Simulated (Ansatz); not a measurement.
## Scan of [Cl···H···F], doublet

Starting geometry:

```json
{"atom": "Cl", "x (Å)": "0.0000", "y (Å)": "0.0000", "z (Å)": "-1.3569"}
{"atom": "H", "x (Å)": "0.0000", "y (Å)": "0.0000", "z (Å)": "-0.0781"}
{"atom": "F", "x (Å)": "0.0000", "y (Å)": "0.0000", "z (Å)": "1.4351"}
```

From there atom H2 is moved from one fragment to the other while all else, the fragments' distance too, stays fixed, so the hump isn't the reaction's barrier; atoms are numbered as listed. Energies are in kcal/mol, counted from the starting geometry at the same level.

Basis cc-pVTZ; Ansatz 0.2.0. Correlated methods freeze the noble-gas cores. Prefix R: restricted or restricted open-shell reference; prefix U: unrestricted.

Unrestricted rows (U) aren't spin-pure: their determinants' ⟨S²⟩ exceeds S(S+1) by up to 0.10, so they mix in states of higher spin. HF rows: RHF is the determinant under the cluster runs. Coupled cluster chose its determinant by a search with trial CCSD, here up to 0.28 eV above the lowest Hartree–Fock solution of its kind, and MP2 stands on that determinant too. A value is left out where its run failed or describes another state than the reference as far as symmetry and spin tell, or, spin-broken singlets apart, can't be checked. The reference follows the lowest state, whose symmetry changes from Σ⁺ or Δ to Π between 1.542 and 1.717.

Full CI isn't at hand for all of this; UCCSDT(Q) serves as the reference, and is uncertain by the last step of the cluster series or more. The frozen core follows each run's orbitals, which can shift R against U totals by a few meV.

| distance Cl1-H2 (Å) | UCCSDT(Q) | error RHF | error RMP2 | error UMP2 | error UCCSD | error RCCSD(T) | error UCCSDT |
| --- | --- | --- | --- | --- | --- | --- | --- |
| 1.279 | 0.0 | 0.0 | 0.0 | 0.0 | 0.0 | 0.0 | 0.0 |
| 1.366 | 1.2 | 4.9 | 2.0 | 1.6 | 0.7 | 0.2 | 0.1 |
| 1.542 | -0.2 | – | 9.0 | 5.3 | 2.2 | 0.6 | 0.3 |
| 1.717 | -23.9 | 15.0 | -6.1 | -5.5 | 0.7 | -0.1 | 0.0 |
| 1.892 | -35.9 | 9.6 | -5.7 | -5.1 | -0.2 | -0.2 | 0.0 |

Errors are those of relative energies. In total energy the starting point itself misses UCCSDT(Q) by: RHF 289.9, RMP2 28.8, UMP2 28.9, UCCSD 8.7, RCCSD(T) 0.9, UCCSDT 0.3 kcal/mol.

Spread of the error over the points with a reference, to 1.892 Å (largest less smallest): UCCSDT 0.3, RCCSD(T) 0.7, UCCSD 2.4, UMP2 10.8, RMP2 15.0, RHF 15.0 (4 of 5 points) kcal/mol.
